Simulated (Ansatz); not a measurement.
# Phosphine (PH3): up Jacob's ladder to CCSD(T)

Aim: compute phosphine (PH3) with functionals from several rungs and with coupled cluster, and see how far each lands from CCSD(T) at the basis-set limit for the atomisation energy.

Computed with Ansatz 0.2.0, Gaussian basis. Level: functionals in def2-TZVPP, the program's frozen cores in correlated methods.

Levels to be run: LDA (SPW92), PBE-D4, revPBE-D4, BLYP-D4, r2SCAN-D4, B97M-V, PBE0-D4, B3LYP-D4, r2SCANh-D4, r2SCAN0-D4, HSE06-D4, BHLYP-D4, CAM-B3LYP-D4, LC-ωPBE, ωB97X-V, ωB97M-V, B2PLYP, PBE-QIDH; CCSD(T)/def2-SVP; CCSD(T)/def2-TZVPP; CCSD(T)/def2-QZVPP; extrapolation to the limit; RPA on PBE.

## (1) The relaxed structure

All runs share one geometry, relaxed beforehand with PBE0-D4 in a triple-zeta def2 set.

4 atoms, charge 0, spin multiplicity 1.

Atoms are counted from 1 here; the program's logs count them from 0.

Bond lengths: P1–H2 1.420 Å, P1–H3 1.420 Å, P1–H4 1.420 Å. Angles: H2–P1–H3 93.1°, H2–P1–H4 93.1°, H3–P1–H4 93.1°.

## (2) LDA

This LDA is Slater exchange with PW92 correlation.

in.yaml reads:

```yaml
crystal:
  periodic: [false, false, false]
  atoms:
    - {symbol: P, position_ang: [0.345982, -0.326530, -0.332826]}
    - {symbol: H, position_ang: [0.630897, -0.034008, 1.026964]}
    - {symbol: H, position_ang: [-1.005545, -0.663003, -0.057227]}
    - {symbol: H, position_ang: [0.028666, 1.023531, -0.636900]}
basis:
  gaussian: {orbitals: def2-TZVPP}
hamiltonian: {xc: lda}
output: {orbitals: {seedname: orbitals}}
```

The run is started by

```console
$ ansatz run in.yaml --threads 2 --pin off --events-out ev --progress --plain --max-ram 32768MiB --backend cpu
```

Further steps of the session: PBE-D4 (GGA); revPBE-D4 (GGA); BLYP-D4 (GGA); r2SCAN-D4 (meta-GGA); B97M-V (meta-GGA); B3LYP-D4 (hybrid); r2SCANh-D4 (hybrid); r2SCAN0-D4 (hybrid); HSE06-D4 (hybrid); BHLYP-D4 (hybrid); CAM-B3LYP-D4 (range-separated); LC-ωPBE (range-separated); ωB97X-V (range-separated); ωB97M-V (range-separated); B2PLYP (double hybrid); PBE-QIDH (double hybrid); CCSD(T) in def2-SVP; CCSD(T) in def2-TZVPP; CCSD(T) in def2-QZVPP; RPA on PBE orbitals.

Before running them: what should the planned runs give, taken together? Wanted: atomisation energy, CCSD(T)/CBS; farthest beyond LDA; mean size of error, GGA; mean size of error, meta-GGA; mean size of error, hybrid; mean size of error, range-separated; mean size of error, double hybrid; gap, smallest and largest; T1 diagnostic.

The runs gave:

| quantity | value |
| --- | --- |
| atomisation energy, CCSD(T)/CBS | 1012.9 kJ/mol |
| functionals within 5.1 kJ/mol (0.5 %) | BHLYP-D4 |
| farthest beyond LDA | PBE-QIDH (-28.6 kJ/mol) |
| mean size of error, GGA | 12.0 kJ/mol |
| mean size of error, meta-GGA | 13.2 kJ/mol |
| mean size of error, hybrid | 13.0 kJ/mol |
| mean size of error, range-separated | 19.4 kJ/mol |
| mean size of error, double hybrid | 18.3 kJ/mol |
| gap, smallest and largest | 6.49 eV (LDA (SPW92)), 13.66 eV (LC-ωPBE) |
| T1 diagnostic | 0.0129 |
| triples share of the correlation energy | 3.3 % |

What this shows: The LDA atomisation energy is off by 117.8 kJ/mol (12 %): it overbinds. PBE-D4 misses by -7.4 kJ/mol. Double hybrids carry the basis error of their MP2 part in triple zeta, and no dispersion term here, so their miss is partly the set-up's. By mean error the best rung here is GGA (12.0 kJ/mol) and the worst beyond LDA is range-separated (19.4 kJ/mol). The gap between the best rungs is small, so their order is not settled. The reference freezes the cores and leaves out relativity and excitations past (T), so misses under about 5.1 kJ/mol can't be ranked. Hartree-Fock recovers 71 % of the binding; the rest is correlation. CCSD(T) in def2-SVP is off by -84.2 kJ/mol, which most functionals beat. Orbital gaps span 6.5 to 13.7 eV; exact exchange widens them.
